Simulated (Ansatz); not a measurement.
Run this with Ansatz's Python interface and show what comes out.

The script, `cas_al2clh3.py`:
```python
"""Active-space calculation on Al2ClH3."""

import warnings

import ansatz as az

BASIS_SET = "6-31G*"


def main() -> None:
    warnings.simplefilter("ignore", az.DeckWarning)

    geometry_ang = [
        ("Al", (-0.8272, 0.1924, -0.9255)),
        ("Al", (0.8079, -0.3858, 0.7812)),
        ("Cl", (1.3052, 1.0529, 2.366)),
        ("H", (-1.1829, -0.7871, -2.0957)),
        ("H", (-1.5746, 1.6642, -0.9023)),
        ("H", (1.5137, -1.8007, 0.7301)),
    ]
    molecule = az.Crystal.molecule()
    for symbol, xyz in geometry_ang:
        molecule = molecule.atom(symbol, xyz)

    base = molecule.calculation().basis(gaussian=BASIS_SET).correlation(active_electrons=4, active_orbitals=5)
    for method in ["sc_nevpt2"]:
        data = (base if method is None else base.correlation(method)).run(threads=1).report
        space = data["configurations"]
        state = space["states"][0]
        print(method or "casscf", f"total {data['free_energy_ev'] / 27.211386246:.6f} Ha, active-space state {state['energy']['hartree']:.6f} Ha, mean field {data['reference_energy_ev'] / 27.211386246:.6f} Ha")
        print("  determinants", state["n_determinants"], " natural occupations", [round(n, 3) for n in space["natural_occupations"]])


if __name__ == "__main__":
    main()
```

```console
$ python cas_al2clh3.py
RunWarning: the results are in doubt because another end's mean lies 0.005 eV lower, and its corrected mean 0.019 eV higher
sc_nevpt2 total -945.301812 Ha, active-space state -945.104941 Ha, mean field -945.072838 Ha
  determinants 100  natural occupations [1.977, 1.973, 0.025, 0.019, 0.006]
```
(Warnings from the package without file and line.)

What to keep in mind:
- Total energies depend on the basis set; only differences at equal settings carry meaning.
- The geometry is a force-field or estimated start, not a minimum of this method, and the basis set is short of its limit. The active space starts as a window about the frontier orbitals and is then optimised, not chosen by chemistry.
- A lower CASSCF solution was found and passed over, so the printed active-space state isn't the lowest.
- The script silences the warnings on its input, which a real study should read.
- Run time: 5.8 s on 1 thread of Arm Neoverse V2, on a shared host, peak memory 0.19 GiB.

(Lines on the test bed's own set-up are left out of the output.)
